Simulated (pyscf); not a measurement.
**Addition across a multiple bond or ene-type step: HN=SiH₂ (SMILES N=[SiH2]) + SiH₄ (SMILES [SiH4]) -> H₂N–SiH₂–SiH₃ (SMILES N[SiH2][SiH3])**

Gas phase, singlet surface, charge 0. Bonds broken: Si6–H7. Bonds formed: N1–H7, Si2–Si6. Structures and frequencies: ωB97X-D3(BJ)/def2-SVP in PySCF. MP2 and CC: frozen core, UHF for open shells. ΔMP2 is the change of the MP2 total energy from the triple- to the quadruple-zeta basis.

Transition state (Å):

```xyz
10

N     -0.2337    -1.7070     0.0354
Si    -1.1947    -0.5291     0.6609
H     -0.5810    -2.4621    -0.5506
H     -2.6342    -0.2507     0.3616
H     -0.8482     0.1232     1.9530
Si    -0.3382     1.5693    -0.6866
H     -0.1642    -0.2161    -0.5896
H     -0.6747     1.7494    -2.1277
H     -1.3222     2.3297     0.1442
H      1.0377     2.0586    -0.3948
```

One imaginary mode, 1645i cm⁻¹; descent along it reached the two sides named.

| bond | change | reactant side (Å) | saddle | product side |
|---|---|---|---|---|
| Si6–H7 | breaks | 1.494 | 1.797 | 3.4 |
| N1–H7 | forms | 3.6 | 1.618 | 1.015 |
| Si2–Si6 | forms | 3.7 | 2.6 | 2.334 |

Electronic energies relative to the separated reactants (kJ/mol):

| level | barrier | reaction energy | reverse barrier |
|---|---|---|---|
| ωB97X-D3(BJ)/def2-TZVP | 122.6 | -241.0 | 363.6 |
| PBE/def2-TZVP | 104.3 | -207.7 | 312.0 |
| r²SCAN/def2-TZVP | 111.3 | -216.5 | 327.8 |
| B3LYP-D3(BJ)/def2-TZVP | 132.1 | -208.2 | 340.3 |
| PBE0-D3(BJ)/def2-TZVP | 105.9 | -234.8 | 340.7 |
| M06-2X/def2-TZVP | 132.4 | -219.8 | 352.2 |
| ωB97M-D3(BJ)/def2-TZVP | 138.5 | -211.3 | 349.8 |
| HF/def2-TZVP | 205.2 | -216.0 | 421.2 |
| MP2/def2-QZVPP | 136.1 | -208.0 | 344.2 |
| CCSD/def2-TZVPP | 156.5 | -212.9 | 369.4 |
| CCSD(T)/def2-TZVPP | 147.5 | -207.7 | 355.2 |
| CCSD(T)/def2-TZVPP + ΔMP2(QZVPP) | 141.6 | -210.1 | 351.7 |

With CCSD(T)/def2-TZVPP + ΔMP2(QZVPP) energies and thermal terms (ideal gas, 1 atm, RRHO with modes under 100 cm⁻¹ raised to 100, one conformer, R ln 2 for chiral ones without a mode under 150 cm⁻¹), in kJ/mol:

```
T (K)    ΔH‡    ΔG‡      ΔH      ΔG
-----  -----  -----  ------  ------
298    138.7  176.2  -194.6  -157.0
600    141.9  212.9  -190.8  -120.4
900    145.2  247.8  -186.8   -86.1
1200   148.4  281.4  -182.8   -53.1
```

At the saddle there is also a short H–Si contact that neither side keeps. From the product side, H₂N–SiH₂• + SiH₃• lies, by one bond made or cut, 26.6 kJ/mol under this saddle at ωB97M-D3(BJ)/def2-TZVP. HN=SiH₂ lies 76.0 kJ/mol over its isomer H₂N–SiH: [singlet] (electronic energy, ωB97M-D3(BJ)/def2-TZVP). H₂N–SiH₂–SiH₃ lies 61.7 kJ/mol over its isomer H₃Si–NH–SiH₃ (electronic energy, ωB97M-D3(BJ)/def2-TZVP). This is the saddle that the search found; another between the same sides may lie lower. The CCSD(T) − MP2 part came from Ansatz, without density fitting, on the same reference.
